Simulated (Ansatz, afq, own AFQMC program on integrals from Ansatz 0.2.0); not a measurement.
## Where AFQMC and coupled cluster stand for BH₃Cl, doublet

```xyz
5

B    -2.0574    0.0000    0.0000
H    -2.6542    1.0336    0.0000
H    -2.6542   -1.0336    0.0000
H    -0.6424    0.0000    0.0000
Cl    0.7966    0.0000    0.0000
```

Connectivity, by distances: BH2 ··· Cl, 1 bridging H.

Basis cc-pVTZ. Noble-gas cores (and the filled d shells of Ga–Kr and In–Xe) are frozen. Ansatz 0.2.0 and our own AFQMC program on the same integrals; the CISD trial comes from CCSD amplitudes, and released means the phaseless constraint is let go. ± is one standard error of the sampling.

Determinant: UHF, the one that the program's search chose, which needn't be the lowest solution. The geometry is a point of a scan.

No full CI on the walks' own integrals is used here. The released AFQMC energy serves as the reference, which it does only where one determinant dominates, the energy is flat over the last release times and near the phaseless one (40 meV or 2 meV an electron, half that with transition metals). On small molecules, where full CI could be run and the noise was under 10 meV, such values lay within 10 meV of it in 19 cases of 20, a flattering rate, since the rule was set on those same cases; what remains of the bias isn't in the error bar.

Cautions: the released value is read at 2.40 1/Eh (meV from the phaseless value at times in 1/Eh: -7 ± 4 at 0.24, -13 ± 4 at 0.51, -12 ± 5 at 0.99, -13 ± 7 at 1.62, -19 ± 7 at 2.40).

- T1 diagnostic: 0.0124
- weight of the determinant in the CISD state: 0.871
- ⟨S²⟩ of the determinant: 0.776
- size of the correlated space: 13 electrons in 100 orbitals

```
  level  correlation energy (eV)
    MP2                  -8.0912
   CCSD                  -9.1399
CCSD(T)                  -9.4528
```

(1) Estimate where AFQMC with the constraint released lies against CCSD(T) on the same integrals.

(1) 1.82 ± 0.25 mEh below CCSD(T).

Reference: AFQMC with the constraint released, correlation energy -9.502 ± 0.007 eV.

```
        level  E − E(reference) (mEh)  share of correlation (%)
      CCSD(T)             1.82 ± 0.25                     99.48
ph-AFQMC/CISD             0.68 ± 0.32                     99.80
```

A walk keeps the symmetry of its determinant, which the program's search chose and which needn't be the lowest solution, so a lower state of the same spin and another symmetry isn't excluded. Released energies are given only where the last usable release times agree within the noise; a slower fall can still hide under it.
